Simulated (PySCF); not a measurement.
Molecule: `[SiH3]SB`, BH$_{5}$SSi.

Numbering as in the mapped SMILES `[BH2:1][S:2][SiH3:3]` (H(Xn): hydrogen on atom n).

Geometry PBE0-D3(BJ)/def2-SVP throughout; GIAO in PySCF 2.14, gas phase, one conformer, non-relativistic; equivalent atoms averaged; functional PBE0.

Problem. How do the absolute shieldings σ depend on the basis set? (ppm; last column core-seconds on shared hosts with different chips, so compare them loosely)

Solution. 
```csv
basis set,functions,B1,S2,Si3,H(B1),H(Si3),core-s
pcSseg-0,45,22.4,568.1,424.1,24.53,27.95,4.5
6-31G*,60,43.9,561.4,431.5,24.43,27.10,6.4
cc-pVDZ,75,42.5,561.3,456.9,23.78,26.53,7.3
def2-SVP,75,40.6,571.5,453.7,23.92,26.57,6.5
pcSseg-1,90,26.6,510.6,397.5,23.94,26.54,4.6
aug-cc-pVDZ,122,40.7,563.5,466.5,23.79,26.45,13
"6-311+G(2d,p)",127,31.3,503.3,391.6,24.03,26.46,13
def2-TZVP,135,29.9,489.5,381.3,23.97,26.43,15
cc-pVTZ,168,30.6,529.6,404.0,23.91,26.45,19
IGLO-III,173,24.1,505.2,397.1,23.93,26.45,18
```

Problem. Which nucleus moves most, in ppm?

Solution. Si3 (silicon bonded to S, 3 H): from 381.3 ppm with def2-TZVP to 466.5 ppm with aug-cc-pVDZ. The smallest spread is 0.74 ppm, at H(B1).

Problem. Taking the largest basis, IGLO-III (173 functions), as the yardstick, rank the others by their worst heavy-atom deviation.

Solution. pcSseg-1 5.4 ppm (90 functions), 6-311+G(2d,p) 7.2 ppm (127 functions), def2-TZVP 15.8 ppm (135 functions), cc-pVTZ 24.4 ppm (168 functions), 6-31G* 56.2 ppm (60 functions), cc-pVDZ 59.7 ppm (75 functions), pcSseg-0 62.9 ppm (45 functions), def2-SVP 66.3 ppm (75 functions), aug-cc-pVDZ 69.4 ppm (122 functions).

A small basis that lands close on one nucleus may do so by chance; judge by the trend and by all nuclei.
